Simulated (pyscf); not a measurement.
One four-centre exchange on the singlet surface with elements of a group swapped. ωB97M-D3(BJ)/def2-TZVP, kcal/mol, from the separated reactants. Single points on ωB97X-D3(BJ)/def2-SVP structures (PySCF, gas phase).

| step | barrier | reaction energy | imaginary mode (i cm⁻¹) |
|---|---|---|---|
| H₂B–O–GeH₃ + NH₃ -> HO–GeH₃ + H₂B–NH₂ | 10.0 | +0.1 | 1216 |
| H₂B–O–SiH₃ + NH₃ → HO–SiH₃ + H₂B–NH₂ | 9.9 | -1.8 | 1085 |
| H₂B–O–SnH₃ + NH₃ -> HO–SnH₃ + H₂B–NH₂ | 10.0 | +1.1 | 1306 |

Row 1: On the reactant side the descent ends in an adduct with a B–N contact, 14.7 kcal/mol under the separated species and 24.8 kcal/mol under the saddle at ωB97X-D3(BJ)/def2-TZVP. Row 2: On the reactant side the descent ends in an adduct with a B–N contact, 18.5 kcal/mol under the separated species and 28.6 kcal/mol under the saddle at ωB97X-D3(BJ)/def2-TZVP. Row 3: On the reactant side the descent ends in an adduct with a B–N contact, 12.8 kcal/mol under the separated species and 22.7 kcal/mol under the saddle at ωB97X-D3(BJ)/def2-TZVP. On the product side the descent ends in an adduct with a B–O contact, 1.7 kcal/mol under the separated species and 9.6 kcal/mol under the saddle at ωB97X-D3(BJ)/def2-TZVP. Each row is the saddle that its search found. Elements up to Kr have no core potential and no relativistic terms here. Elements past Kr carry the def2 core potentials, without spin-orbit coupling.
